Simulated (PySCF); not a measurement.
## Orbital picture of AlN⁺

PBE0 at R = 2.061 Å; Al def2-TZVP, N def2-TZVP; no relativity (PySCF 2.14). State: ⁴Σ⁻ (quartet), unpaired electrons σ ↑, π ↑↑. Only the outer orbitals are listed, counted within each symmetry.

| spin | orbital | occ. | ε (eV) | on Al (%) | main shells (%) |
| --- | --- | --- | --- | --- | --- |
| α | 5σ | 1 | -29.82 | 6 | 93 N s |
| α | 6σ | 1 | -18.03 | 32 | 64 N p, 29 Al s |
| α | 2π | 1 | -16.86 | 5 | 95 N p |
| α | 2π | 1 | -16.86 | 5 | 95 N p |
| α | 7σ | 1 | -14.45 | 81 | 64 Al s, 19 N p, 16 Al p |
| α | 3π | 0 | -8.06 | 98 | 97 Al p |
| α | 3π | 0 | -8.06 | 98 | 97 Al p |
| α | 8σ | 0 | -5.93 | 100 | 79 Al p, 14 Al d |
| β | 5σ | 1 | -24.83 | 12 | 86 N s |
| β | 6σ | 1 | -15.37 | 69 | 68 Al s, 23 N p |
| β | 7σ | 0 | -10.40 | 52 | 47 N p, 27 Al s, 24 Al p |
| β | 2π | 0 | -9.82 | 34 | 66 N p, 29 Al p |
| β | 2π | 0 | -9.82 | 34 | 66 N p, 29 Al p |

**Question.** Which are the highest filled and the lowest empty level, where do they sit, and how wide is the gap?

**Answer.** Highest filled α 7σ at -14.45 eV (in %: 64 Al s, 19 N p, 16 Al p); lowest empty β 7σ at -10.40 eV (in %: 47 N p, 27 Al s, 24 Al p); the gap at PBE0 is 4.05 eV.

```
bond order (Mayer)                                                                                                : 0.91
⟨S²⟩                                                                                                              : 3.770
charge on Al (Mulliken, basis-dependent)                                                                          : 0.90
charge on Al (Löwdin, basis-dependent)                                                                            : 0.81
dipole moment (positive dipole points towards N; it is taken about the centre of mass and depends on that origin) : -2.68 D
polarisability along the bond                                                                                     : 54.5 bohr³
polarisability across the bond                                                                                    : 27.3 bohr³
```

The state is the lowest determinant that a PBE0 search found; another state may lie lower at other levels.
